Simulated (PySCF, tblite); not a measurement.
# C₃H₄FS radical: geometry, infrared bands and EPR parameters

Aim: predict the infrared bands and EPR parameters of C₃H₄FS radical (`[CH2][C@]1(F)CS1`).

Computed with tblite 0.8.0 and PySCF 2.14.0, with density-fitted response routines of our own, on a single molecule in the gas phase. Atoms count from 0, in the outputs and in this text.

## 1. Starting geometry

9 atoms, charge 0, multiplicity 2; geometry from: force field or distance geometry start.

Bonds of the start (Å): C0–C1 1.52, C1–F2 1.38, C1–C3 1.51, C3–S4 1.79, S4–C1 1.81, C0–H5 1.10, C0–H6 1.10, C3–H7 1.11, C3–H8 1.12.

## 2. Geometry optimisation with GFN2-xTB

What the job is given:

```
{"job": {"kind": "relax", "xc": "GFN2-xTB", "basis": "xTB"}, "charge": 0, "multiplicity": 2}
C      1.395700     0.267700    -0.361000
C     -0.089900     0.556600    -0.238100
F     -0.475800     1.876700    -0.119600
C     -0.956000    -0.482900     0.437000
S     -1.094300    -0.472900    -1.344100
H      1.609200    -0.696600    -0.834900
H      1.966300     0.447300     0.556700
H     -1.862800    -0.116200     0.967600
H     -0.478800    -1.373700     0.911200
```

Launch:

```sh
OMP_NUM_THREADS=1 python probes_run.py task.json out
```

This one command runs all jobs of the session in turn.

Standard output:

```text
step      E/eV     max force
  0    -443.99194    1.967
  1    -444.10915    1.219
  2    -444.19280    0.808
  3    -444.21879    0.597
  4    -444.25024    0.515
  5    -444.27465    0.644
  6    -444.29979    0.512
  7    -444.31360    0.444
  8    -444.33138    0.392
  9    -444.35529    0.624
 10    -444.39838    0.954
 11    -444.45997    1.068
 12    -444.52469    0.772
 13    -444.53974    1.486
 14    -444.52889    1.478
 15    -444.59498    0.732
 16    -444.61635    0.402
 17    -444.65375    0.548
 18    -444.69870    0.749
 19    -444.75639    0.839
 20    -444.82529    0.818
 21    -444.89544    0.961
 22    -444.96221    0.983
 23    -445.04785    0.844
 24    -445.10565    0.908
 25    -445.13587    1.276
 26    -445.18024    0.859
 27    -445.23329    0.414
 28    -445.26391    0.373
 29    -445.27735    0.569
 30    -445.28878    0.341
 31    -445.30303    0.165
 32    -445.30785    0.133
 33    -445.31001    0.117
 34    -445.31175    0.119
 35    -445.31423    0.141
 36    -445.31681    0.137
 37    -445.31898    0.116
 38    -445.32064    0.114
 39    -445.32204    0.108
 40    -445.32310    0.094
 41    -445.32357    0.046
 42    -445.32369    0.019
 43    -445.32372    0.014
 44    -445.32374    0.012
 45    -445.32376    0.011
 46    -445.32377    0.009
```

It took 0.15 s on 1 thread of Arm Neoverse V2, shared host.

Along the way: (not every step is listed)

```csv
step,energy from step 0 (eV),largest force (eV/Å)
0,0.0000,1.9668
1,-0.1172,1.2194
2,-0.2009,0.8084
3,-0.2269,0.5969
4,-0.2583,0.5153
5,-0.2827,0.6435
6,-0.3078,0.5116
7,-0.3217,0.4444
8,-0.3394,0.3925
11,-0.4680,1.0683
14,-0.5369,1.4776
17,-0.6618,0.5480
20,-0.8333,0.8179
23,-1.0559,0.8438
26,-1.1883,0.8586
29,-1.2854,0.5689
32,-1.3159,0.1327
35,-1.3223,0.1413
38,-1.3287,0.1141
41,-1.3316,0.0464
42,-1.3317,0.0190
43,-1.3318,0.0141
44,-1.3318,0.0121
45,-1.3318,0.0108
46,-1.3318,0.0095
```

Close pairs (by a distance rule), those that changed most:

```csv
bond,before (Å),after (Å),change (Å)
C1–S4,1.814,2.724,+0.910
C0–C1,1.518,1.320,-0.198
C1–F2,1.380,1.351,-0.030
C3–H8,1.116,1.090,-0.027
C3–S4,1.786,1.812,+0.026
C0–H5,1.095,1.073,-0.022
C3–H7,1.113,1.091,-0.022
C0–H6,1.095,1.075,-0.021
```

The final coordinates are the input of the step that follows.

## 3. Infrared spectrum with GFN2-xTB

What the job is given:

```
{"job": {"kind": "ir", "xc": "GFN2-xTB", "basis": "xTB"}, "charge": 0, "multiplicity": 2}
C      1.399482     0.223846    -0.143287
C      0.141504     0.498179     0.147975
F     -0.223219     1.767213     0.431747
C     -1.002348    -0.459865     0.186593
S     -1.634849    -0.768079    -1.483633
H      1.701926    -0.778298    -0.379537
H      2.148722     0.994069    -0.154463
H     -1.822410    -0.048010     0.776073
H     -0.695247    -1.423061     0.593353
```

Standard output:

```text
mode    cm-1     km/mol
  1      30.3      3.76
  2     166.8      1.24
  3     358.3      2.02
  4     432.4     10.55
  5     536.2      1.49
  6     701.4     17.95
  7     746.4      4.74
  8     817.7      2.27
  9     876.3     34.22
 10     886.6     38.09
 11     934.5     15.28
 12    1074.3     14.30
 13    1182.7      8.26
 14    1229.1    122.35
 15    1364.6      0.35
 16    1392.6      9.37
 17    1710.3     70.39
 18    2983.4      0.37
 19    2984.6      0.77
 20    3136.8      0.17
 21    3177.1      7.94
```

Run time: 0.14 s. Hardware: 1 thread of Arm Neoverse V2, shared host.

The strongest bands and the atoms that carry them (share of the mass-weighted mode):

```csv
cm⁻¹,km/mol,atoms
432,10.6,"F2 34 %, C1 15 %, C3 14 %, C0 13 %"
701,17.9,"H5 34 %, H6 28 %, C3 15 %, C1 11 %"
876,34.2,"H6 41 %, H5 34 %, C0 22 %"
887,38.1,"C3 31 %, F2 24 %, C0 19 %"
934,15.3,"H5 27 %, H6 26 %, C0 22 %, F2 11 %"
1074,14.3,"H7 48 %, H8 36 %"
1229,122.3,"C1 55 %, H7 11 %, C3 11 %"
1710,70.4,"C1 55 %, C0 39 %"
```

The optimised geometry no longer has the bonds of the starting formula, so what follows describes that rearranged structure.

## 4. EPR parameters: B3LYP/pcH-1

Same as in step 3 but for these lines:

```diff
@@ -1,2 +1,2 @@
-{"job": {"kind": "ir", "xc": "GFN2-xTB", "basis": "xTB"}, "charge": 0, "multiplicity": 2}
+{"job": {"kind": "epr", "basis": "pcH-1"}, "charge": 0, "multiplicity": 2}
 C      1.399482     0.223846    -0.143287
```

With the program's defaults for keys left out, this is: UKS B3LYP, pcH-1 on C F H S, non-relativistic, mean-field spin-orbit, GIAO.

Standard output:

```text
UKS, coarse grid
  cycle   1  E = -614.65572300  |g| = 3.78e-01
  cycle   2  E = -614.60667543  |g| = 5.46e-01
  cycle   3  E = -614.70779968  |g| = 6.61e-02
  cycle   4  E = -614.70966627  |g| = 3.14e-02
  cycle   5  E = -614.71014715  |g| = 1.03e-02
  cycle   6  E = -614.71020176  |g| = 4.50e-03
  cycle   7  E = -614.71021644  |g| = 1.63e-03
  cycle   8  E = -614.71022133  |g| = 8.98e-04
UKS, final grid
  cycle   1  E = -614.71022991  |g| = 1.09e-03
  cycle   2  E = -614.71023160  |g| = 1.57e-03
  cycle   3  E = -614.71023344  |g| = 4.57e-04
  cycle   4  E = -614.71023468  |g| = 4.23e-04
  cycle   5  E = -614.71023964  |g| = 3.92e-04
  cycle   6  E = -614.71024386  |g| = 3.68e-04
  cycle   7  E = -614.71025142  |g| = 3.42e-04
  cycle   8  E = -614.71026525  |g| = 2.86e-04
  cycle   9  E = -614.71026541  |g| = 2.46e-04
  cycle  10  E = -614.71027196  |g| = 3.47e-04
  cycle  11  E = -614.71027225  |g| = 1.58e-04
  cycle  12  E = -614.71027236  |g| = 1.02e-04
  cycle  13  E = -614.71027242  |g| = 7.56e-05
  cycle  14  E = -614.71027243  |g| = 4.10e-05
  cycle  15  E = -614.71027244  |g| = 2.03e-05
E = -614.71027244 Eh   <S^2> = 0.7527 (exact 0.7500)
g shifts (ppm)      1          2          3
  rmc          -222       -222       -222
  gc            -14         49         37
  oz_so           8      15084     616105
  total        -221      14911     615929
hyperfine (MHz)  atom isotope    a_iso     a_fc   dipolar eigenvalues
    0   13C       1.61       1.61     -2.95     -1.82      4.77
    1   13C      13.52      13.52     -3.64     -2.29      5.93
    2   19F       1.34       1.34     -6.91     -5.70     12.61
    3   13C     -14.82     -14.82     -2.71     -1.35      4.06
    4   33S      14.70      14.70    -88.47    -87.30    175.77
    5    1H      -1.65      -1.65     -2.27     -0.67      2.94
    6    1H      -1.07      -1.07     -1.99     -1.03      3.02
    7    1H      83.79      83.79     -5.61     -1.94      7.55
    8    1H      21.58      21.58     -4.04     -3.20      7.24
```

Run time: 29 s. Hardware: 1 thread of Arm Neoverse V2, shared host; peak memory 0.6 GiB.

Principal g values 2.00210, 2.01723, 2.61825; g(iso) = 2.21253, against 2.00232 for a free electron. They are not to be trusted: the run shows a large g shift, which the driver flags as unsure.

Hyperfine couplings, nucleus by nucleus at this fixed geometry (no averaging over rotations):

```csv
nuclei,isotope,a(iso) (MHz),"a(iso) (G, at g = 2.0023)",largest dipolar term (MHz)
H7,1H,83.8,29.9,7.6
H8,1H,21.6,7.7,7.2
C3,13C,-14.8,-5.3,4.1
S4,33S,14.7,5.2,175.8
C1,13C,13.5,4.8,5.9
H5,1H,-1.7,-0.6,2.9
C0,13C,1.6,0.6,4.8
F2,19F,1.3,0.5,12.6
H6,1H,-1.1,-0.4,3.0
```

Mulliken spin populations:

```csv
atom,value (e)
C0,0.03
C1,0.01
F2,0.00
C3,-0.04
S4,0.96
H5,0.00
H6,0.00
H7,0.03
H8,0.01
```

Orbitals, density, ELF and potential are computed afterwards from the orbital file.

ELF in a plane through or near 6 of the atoms.

Values, 10 rows by 14 columns:
```
0.00 0.00 0.00 0.00 0.00 0.00 0.00 0.00 0.00 0.00 0.00 0.00 0.00 0.00
0.00 0.00 0.00 0.00 0.00 0.00 0.01 0.01 0.00 0.00 0.00 0.00 0.00 0.00
0.00 0.00 0.00 0.00 0.01 0.39 0.74 0.70 0.20 0.00 0.00 0.00 0.00 0.00
0.00 0.00 0.00 0.11 0.01 0.45 0.65 0.81 0.07 0.42 0.56 0.02 0.00 0.00
0.00 0.00 0.59 0.99 0.88 0.32 0.21 0.44 0.52 0.93 0.80 0.03 0.00 0.00
0.00 0.00 0.48 0.95 0.87 0.76 0.70 0.62 0.22 0.56 0.17 0.08 0.02 0.00
0.00 0.00 0.01 0.07 0.81 1.00 0.60 0.03 0.34 0.22 0.31 0.35 0.07 0.00
0.00 0.00 0.00 0.03 0.89 0.99 0.60 0.00 0.02 0.09 0.33 0.25 0.01 0.00
0.00 0.00 0.00 0.00 0.00 0.01 0.00 0.00 0.00 0.00 0.01 0.00 0.00 0.00
0.00 0.00 0.00 0.00 0.00 0.00 0.00 0.00 0.00 0.00 0.00 0.00 0.00 0.00
```
The map spans 9.9 Å across and 8.8 Å up, centred on the molecule. Atoms in the plane (x, y in Å): C0 (-1.4, -0.3), C1 (-0.3, 0.5), F2 (-0.3, 1.8), C3 (1.1, 0.0), H5 (-1.4, -1.3), H6 (-2.4, 0.2).

On the surface of density 0.002 e/bohr³ the electrostatic potential runs, from the 1st to the 99th percentile, from -0.89 V near S4 to 1.24 V near H7.

The spin density lies nearest to S4 87 %.

## 5. Results

| quantity | value |
| --- | --- |
| strongest single infrared mode (GFN2-xTB) | 1229 cm⁻¹, 122 km/mol |
| zero-point energy (GFN2-xTB) | 38.2 kcal/mol |
| g(iso) (B3LYP) | 2.21253 |
| ⟨S²⟩ | 0.753 (exact 0.75) |
| largest a(iso) | 1H on H7, 83.8 MHz |
| surface potential, 1st and 99th percentile | -0.89 V and 1.24 V |
| property runs in this session | 1, of which 0 failed and 1 gave unsound results |

Over 46 steps the energy fell by 1.332 eV; of the close pairs, C1–S4 changed most, 1.814 to 2.724 Å. No mode is imaginary among the 21: a minimum at this level. The strongest single mode, at 1229 cm⁻¹, moves mainly C1. Unscaled tight-binding wavenumbers are off by several per cent, some by more. Its intensities can rank the bands wrongly. The structure rearranged or came apart on optimisation; the results belong to the end geometry, not to the formula as drawn. S4 carries the largest spin population, 0.96 e. The isotropic g lies 210.2 ppt above the free-electron value. These values are not to be trusted: the run shows a large g shift, which the driver flags as unsure.
